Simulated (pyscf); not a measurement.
**Four-centre exchange: H₂O (SMILES O) + HO–Al(OH)–OH (SMILES [OH][Al]([OH])[OH]) -> HO–Al(OH)–OH (SMILES [OH][Al]([OH])[OH]) + H₂O (SMILES O)**

Gas phase, singlet surface, charge 0. Bonds broken: O1–H9, Al2–O8. Bonds formed: O1–Al2, O8–H9. Optimised with ωB97X-D3(BJ)/def2-SVP in PySCF.

Transition state (Å):

```xyz
10

O      0.4414    -0.4347     0.6721
Al    -0.5205    -0.0544    -0.8776
O     -0.4324    -1.4490    -1.8677
O     -1.9173     0.9189    -0.6917
H      0.8895    -1.2838     0.7596
H     -0.8095    -1.5200    -2.7457
H     -2.8078     0.5823    -0.5826
O      0.9360     1.1056    -0.9413
H      1.0589     0.4547     0.0931
H      0.7946     2.0537    -0.8391
```

One imaginary mode, 1020i cm⁻¹; descent along it reached the two sides named, in the forms told below.

| bond | change | reactant side (Å) | saddle | product side |
|---|---|---|---|---|
| O1–H9 | breaks | 0.974 | 1.228 | 2.291 |
| Al2–O8 | breaks | 1.732 | 1.863 | 1.984 |
| O1–Al2 | forms | 1.984 | 1.863 | 1.732 |
| O8–H9 | forms | 2.291 | 1.228 | 0.974 |

Electronic energies relative to the separated reactants (eV):

```tsv
level	barrier	reaction energy	reverse barrier
ωB97X-D3(BJ)/def2-TZVP	-0.60	0.00	-0.60
PBE/def2-TZVP	-0.64	0.00	-0.64
r²SCAN/def2-TZVP	-0.70	0.00	-0.70
B3LYP-D3(BJ)/def2-TZVP	-0.56	0.00	-0.56
PBE0-D3(BJ)/def2-TZVP	-0.65	0.00	-0.65
M06-2X/def2-TZVP	-0.68	0.00	-0.68
ωB97M-D3(BJ)/def2-TZVP	-0.56	0.00	-0.56
HF/def2-TZVP	-0.07	0.00	-0.07
```

With ωB97M-D3(BJ)/def2-TZVP energies and thermal terms (ideal gas, 1 atm, RRHO with modes under 100 cm⁻¹ raised to 100, one conformer, R ln 2 for chiral ones without a mode under 150 cm⁻¹), in eV:

| T (K) | ΔH‡ | ΔG‡ | ΔH | ΔG |
|---|---|---|---|---|
| 298 | -0.60 | -0.14 | 0.00 | 0.00 |
| 600 | -0.60 | 0.33 | 0.00 | 0.00 |
| 900 | -0.58 | 0.79 | 0.00 | 0.00 |
| 1200 | -0.54 | 1.25 | 0.00 | 0.00 |

On the reactant side the descent ends in an adduct with a Al–O contact, 1.03 eV under the separated species and 0.43 eV under the saddle at ωB97X-D3(BJ)/def2-TZVP. On the product side the descent ends in an adduct with a Al–O contact, 1.03 eV under the separated species and 0.43 eV under the saddle at ωB97X-D3(BJ)/def2-TZVP. At ωB97X-D3(BJ)/def2-TZVP, PBE, r²SCAN, B3LYP-D3(BJ), PBE0-D3(BJ), M06-2X, ωB97M-D3(BJ)/def2-TZVP, HF the saddle lies under the separated reactants, which points to a path from their complex (located at ωB97X-D3(BJ) alone). At ωB97X-D3(BJ)/def2-TZVP, PBE, r²SCAN, B3LYP-D3(BJ), PBE0-D3(BJ), M06-2X, ωB97M-D3(BJ)/def2-TZVP, HF the saddle lies under the separated products, which points to a path from their complex (located at ωB97X-D3(BJ) alone). What is counted as formed (Al–O) is already present as a longer contact in the reactant adduct; forming that adduct is a step of its own. What is counted as broken (Al–O) persists as a longer contact in the product adduct; parting that adduct is a step of its own. One saddle was located; it need not be the lowest between these sides.
